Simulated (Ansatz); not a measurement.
# Cl2, singlet: reading a ladder of total energies

Geometry: MP2(full)/6-31G*, from the G2/97 set.

```xyz
2

Cl    0.0000    0.0000    0.0000
Cl    0.0000    0.0000    2.0151
```

Basis 6-31G; Ansatz 0.2.0. Only valence electrons are correlated (noble-gas cores frozen), which leaves 14 electrons in 16 orbitals. R marks a restricted (for open shells ROHF) determinant.

Full CI is exact within this basis and frozen core; it isn't the basis-set limit.

Runs differ by some tens of microhartree through their thresholds, so steps under 0.03 kcal/mol mean nothing.

```
    level  total energy (hartree)
      RHF             -918.865333
     RMP2             -918.953642
    RCCSD             -918.966733
 RCCSD(T)             -918.968173
   RCCSDT             -918.968385
RCCSDT(Q)             -918.968590
  RCCSDTQ             -918.968604
  full CI             -918.968613
```

What is the correlation energy at full CI, and what share of it do RMP2 and RCCSD(T) recover?

E(corr) = -918.968613 − (-918.865333) = -0.103280 hartree = -2.810 eV. RMP2: -0.088309 / -0.103280 = 85.50 %. RCCSD(T): -0.102840 / -0.103280 = 99.57 %.

By how many kcal/mol does RCCSD(T) miss full CI (1 hartree = 627.509 kcal/mol), and which steps make up the rest?

-918.968173 − (-918.968613) = 0.000440 hartree = 0.28 kcal/mol. Steps: RCCSDT − RCCSD(T) = -0.13, RCCSDT(Q) − RCCSDT = -0.13, RCCSDTQ − RCCSDT(Q) = -0.01, full CI − RCCSDTQ = -0.01 kcal/mol. That is within 1 kcal/mol of the reference in this basis, which itself misses far more of the correlation at the basis-set limit.
